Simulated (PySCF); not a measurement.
Isomers of C4H12Si, one conformer each. Method used: core-valence-separated Tamm–Dancoff BHandHLYP/aug-pcX-1 (pcseg-1 on H, def2-SVPD on Si) in PySCF, non-relativistic, gas phase, PBE0-D3(BJ)/def2-SVP geometry. BHandHLYP without relativity tends to put these K edges a few eV too low, so spacings mean more than positions.

P. `C[Si](C)(C)C`
Q. `[SiH2](C)CCC`

Main lines, eV (oscillator strength):
1. C K: 285.2 (0.009), 285.2 (0.014), 285.7 (0.014), 285.7 (0.027), 285.8 (0.030)
2. C K: 285.7 (0.243)
Listed: the first five lines at most of each edge with a tenth or more of its strongest line's intensity; roots within 0.03 eV on the same or equivalent atoms are summed. Only the lowest roots were sought, and the top ones are left out.

Problem. Which spectrum belongs to which isomer?

Solution. 1 = Q, 2 = P.
- P: first C line listed at 285.7 eV, hole on the Si-methyl carbon.
- Q: first C line listed at 285.2 eV, hole on the methyl carbon.

Problem. What are the ground-state energies of the isomers at BHandHLYP/aug-pcX-1 (pcseg-1 on H, def2-SVPD on Si), relative to the lowest?

Solution. P 0.0, Q 82.6 kJ/mol (electronic energies on these geometries, no dispersion or zero-point terms).
